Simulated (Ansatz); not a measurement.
CH₆AlN (`C[NH][AlH2]`), 9 atoms. Total charge 0; spin multiplicity 1. All runs use 2 threads of a server CPU on a shared host. Correlated methods freeze the cores. Open-shell runs search over several starts.

Question: How many basis functions does each run have, and how long does it take in Ansatz? RKS PBE0-D4/def2-SVP energy; RKS PBE0-D4/def2-TZVP frequencies; UHF-MP2/def2-QZVPP energy of the cation; RHF-MP2/def2-QZVPP energy; UKS B2PLYP (frozen core)/def2-TZVPP energy of the cation; RKS ωB97X-V/def2-TZVPP energy; UKS PBE-D4/def2-TZVPP energy of the cation; RKS B3LYP-D4/def2-TZVPP energy and forces; UKS r2SCAN-D4/def2-TZVPP energy of the cation; UKS B3LYP-D4/def2-TZVPP energy of the cation; RKS ωB97M-V/def2-SVP energy; RKS PBE0-D4/def2-TZVPP energy. (Best estimate.)

Answer: Computed: Other jobs shared the machine, so times are rough.

| level | job | functions | wall time | peak host memory (GiB) |
| --- | --- | --- | --- | --- |
| RKS PBE0-D4/def2-SVP | energy | 76 | 0.65 s | 0.15 |
| RKS ωB97M-V/def2-SVP | energy | 76 | 2.3 s | 0.21 |
| RKS PBE0-D4/def2-TZVPP | energy | 188 | 2.5 s | 0.37 |
| RKS B3LYP-D4/def2-TZVPP | energy and forces | 188 | 3.8 s | 0.37 |
| UKS B3LYP-D4/def2-TZVPP | energy of the cation | 188 | 5.5 s | 0.44 |
| UKS r2SCAN-D4/def2-TZVPP | energy of the cation | 188 | 6 s | 0.3 |
| UKS PBE-D4/def2-TZVPP | energy of the cation | 188 | 6.5 s | 0.4 |
| RKS ωB97X-V/def2-TZVPP | energy | 188 | 6.5 s | 0.47 |
| RHF-MP2/def2-QZVPP | energy | 364 | 12 s | 1.5 |
| UKS B2PLYP (frozen core)/def2-TZVPP | energy of the cation | 188 | 14 s | 0.59 |
| UHF-MP2/def2-QZVPP | energy of the cation | 364 | 45 s | 1.6 |
| RKS PBE0-D4/def2-TZVP | frequencies | 135 | 86 s | 0.24 |

B3LYP here is the variant with VWN-RPA as its local correlation; programs differ in this.
